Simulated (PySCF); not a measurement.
Isomers of C2H4OS, mass 75.998 u with the commonest isotopes. Computed with PySCF 2.14.0, PBE0-D3(BJ)/def2-SVP geometry optimisation, gas phase. One conformer each, none proved a minimum here; rigid rotors.

Question: Order these by dipole moment, smallest first.
A. `[CH3:1][C:2]([OH:3])=[S:4]` with C1–C2–O3–H 180° (thioacetic acid)
B. `[OH:1][CH2:2][CH:3]=[S:4]` with H–O1–C2–C3 67°, O1–C2–C3–S4 -149°
C. `[CH3:1][O:2][CH:3]=[S:4]` with C1–O2–C3–S4 -176°

Answer: B (1.19 D), A (1.91 D), C (4.18 D).

Question: Order these by rotational constant B, smallest first.
A. `[CH3:1][C:2]([OH:3])=[S:4]` with C1–C2–O3–H 180°
B. `[CH3:1][O:2][CH:3]=[S:4]` with C1–O2–C3–S4 -176°
C. `[OH:1][CH2:2][CH:3]=[S:4]` with H–O1–C2–C3 67°, O1–C2–C3–S4 -149°

Answer: C (2616 MHz), B (2773 MHz), A (5056 MHz).

Question: Order these by rotational constant A, largest first.
A. `[CH3:1][C:2]([OH:3])=[S:4]` with C1–C2–O3–H 180°
B. `[OH:1][CH2:2][CH:3]=[S:4]` with H–O1–C2–C3 67°, O1–C2–C3–S4 -149°
C. `[CH3:1][O:2][CH:3]=[S:4]` with C1–O2–C3–S4 -176°

Answer: C (47756 MHz), B (32837 MHz), A (10169 MHz).

```
 SMILES  point group  Ia (u·Å²)  Ib (u·Å²)  Ic (u·Å²)      κ  μa (D)  μb (D)  μc (D)
CC(O)=S           Cs      49.70      99.96     146.50  -0.52    1.87    0.38    0.01
  OCC=S           C1      15.39     193.15     198.65  -1.00    0.98    0.19    0.64
  COC=S            –      10.58     182.24     189.50  -1.00    3.89    1.53    0.01
```
